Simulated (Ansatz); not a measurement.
# AlO2: the cost of one run

The runs use Ansatz 0.2.0, Gaussian basis; def2-QZVPP, core rule «outside noble gas», up to 7 orbitals frozen.

To be run: UHF; ROHF; CCSD(T) on UHF.

5 further runs of the same task are left out: 2 that didn't finish, 3 set aside as unsound or not needed.

## (1) The geometry

The geometry is a PBE0/def2-TZVP stationary point (not a proven minimum).

3 atoms, charge 0, spin multiplicity 2.

Atoms are counted from 1 here; the program's logs count them from 0.

Bond lengths: Al1–O2 1.733 Å, O2–O3 1.294 Å. Angles: Al1–O2–O3 180.0°.

As a file:

```xyz
3
charge 0, multiplicity 2
Al    0.0000    0.0000    1.5869
O     0.0000    0.0000   -0.1464
O     0.0000    0.0000   -1.4405
```

## (2) UHF

Input file in.yaml:

```yaml
crystal:
  periodic: [false, false, false]
  atoms:
    - {symbol: Al, position_ang: [0.000000, 0.000000, 1.586946]}
    - {symbol: O, position_ang: [0.000000, 0.000000, -0.146400]}
    - {symbol: O, position_ang: [0.000000, 0.000000, -1.440545]}
basis:
  gaussian: {orbitals: "def2-QZVPP.json"}
magnetization: {spin_polarized: true, initial_magnetization: 1}
hamiltonian: {xc: hf}
output: {orbitals: {seedname: orbitals}}
```

The run is started by

```sh
$ ansatz run in.yaml --threads 1 --pin off --events-out ev --progress --plain --max-ram 2393MiB
```

**Question.** How long does this run take on 1 thread of Arm Neoverse V2, shared host, and how much memory does it need?

About 13 s, with a peak of 0.41 GiB.
